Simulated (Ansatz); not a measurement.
Basis-set extrapolation for C$_{3}$H$_{2}$F$_{2}$O (`C=C1OC1(F)F`) (PBE0-D4/def2-TZVP geometry, frozen core, Ansatz). Multiplicity 1, RHF reference.

```json
{"": "HF", "def2-TZVPP": "-388.587601", "def2-QZVPP": "-388.604356"}
{"": "MP2 correlation", "def2-TZVPP": "-1.191077", "def2-QZVPP": "-1.287892"}
{"": "CCSD(T) correlation", "def2-TZVPP": "-1.250875", "def2-QZVPP": "not run"}
```

Energies in hartree. Use E(X) = E(∞) + A·exp(−7.88·√X) for Hartree–Fock and E(X) = E(∞) + B·X^(−2.97) for correlation, with X = 3 and 4, and add CCSD(T) minus MP2 of the smaller set to the MP2 limit.

Problem. What is the CCSD(T) energy at the basis-set limit?

Solution. HF limit: -388.604356 + (-0.016755) × 0.13774 = -388.60666. MP2 limit: -1.287892 + (-0.096815) × 0.74074 = -1.35961. Higher-order term: -1.250875 − (-1.191077) = -0.05980. Total: -390.02607 hartree, 492.5 kJ/mol below CCSD(T)/def2-TZVPP.
